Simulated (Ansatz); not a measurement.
Worked example: correlation energy of HCSi, quartet

Geometry: a point of a breathe scan, not a stationary point.

```tsv
atom	x (Å)	y (Å)	z (Å)
Si	0.0000	0.0643	1.2197
C	0.0000	-0.2510	-2.5067
H	0.0000	1.1985	-4.1151
```

Basis 6-31G; Ansatz 0.2.0. Correlated methods freeze the noble-gas cores, which leaves 9 electrons in 18 orbitals. Prefix R: restricted or restricted open-shell reference; prefix U: unrestricted.

Full CI isn't at hand for all of this; UCCSDT(Q) serves as the reference, and is uncertain by about the last step of the cluster series.

Unrestricted rows (U) aren't spin-pure: their determinants' ⟨S²⟩ exceeds S(S+1) by up to 0.85, so they mix in states of higher spin.

Runs differ by some tens of microhartree through their thresholds and, for an open shell, their frozen cores, so steps under 0.03 kcal/mol mean nothing.

```
    level  total energy (hartree)
      UHF             -327.009232
     UMP2             -327.050518
    UCCSD             -327.085304
 UCCSD(T)             -327.087373
   UCCSDT             -327.089286
UCCSDT(Q)             -327.089722
```

Task: What is the correlation energy at UCCSDT(Q), and what share of it do UMP2 and UCCSDT recover?

Result: E(corr) = -327.089722 − (-327.009232) = -0.080490 hartree = -2.190 eV. UMP2: -0.041286 / -0.080490 = 51.29 %. UCCSDT: -0.080054 / -0.080490 = 99.46 %.

Task: By how many kcal/mol does UCCSD(T) miss UCCSDT(Q) (1 hartree = 627.509 kcal/mol), and which steps make up the rest?

Result: -327.087373 − (-327.089722) = 0.002349 hartree = 1.47 kcal/mol. Steps: UCCSDT − UCCSD(T) = -1.20, UCCSDT(Q) − UCCSDT = -0.27 kcal/mol. With more than one leading determinant such errors change with state and geometry, and needn't cancel in differences.
